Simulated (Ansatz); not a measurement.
Born–Oppenheimer molecular dynamics of F₂ (2 atoms, charge 0, multiplicity 1). It starts from a relaxed structure.

All numbers below come from UKS PBE0-D4/def2-SVP (Ansatz 0.2.0).

```json
{
  "ensemble": "NVT, Langevin thermostat",
  "time step": "1 fs",
  "steps asked": "150",
  "set temperature": "500 K",
  "friction": "0.005 /fs",
  "seed": "405957"
}
```

First frame:

```xyz
2
Properties=species:S:1:pos:R:3
F -0.584 0.213 -0.295
F 0.584 -0.213 0.295
```

(1) What does the run give?

(2) What happens to the structure?

(3) How do temperature and energy run in time?

## Answers

(1) All steps were run.

* steps done: 150
* time covered: 150 fs
* mean temperature over the second half: 255 K
* spread of the potential energy over the second half: 3.3 meV per atom
* mean potential energy of the second half above the start: 3.7 meV per atom

The mean temperature of the second half is 49 % below the set value. A run of 0.15 ps of so small a system gives no equilibrium averages.

(2) The same pairs are bonded in the first frame and the last. Pairs count as bonded within 1.25 times the sum of covalent radii (0.12 Å more for H–H). The details hang on the random start.

(3) 
| time (fs) | T (K) | potential energy less start (eV) |
| --- | --- | --- |
| 0.0 | 250 | 0.000 |
| 12.0 | 198 | 0.016 |
| 24.0 | 115 | 0.033 |
| 36.0 | 129 | 0.020 |
| 48.0 | 311 | 0.000 |
| 60.0 | 414 | 0.000 |
| 72.0 | 612 | 0.018 |
| 84.0 | 331 | 0.005 |
| 96.0 | 299 | 0.004 |
| 108.0 | 238 | 0.001 |
| 120.0 | 158 | 0.024 |
| 132.0 | 207 | 0.012 |
| 144.0 | 185 | 0.002 |

Time of the run: 35 s on 1 thread of Intel(R) Xeon(R) 6975P-C (Granite Rapids), on a shared host, peak memory 0.096 GiB.
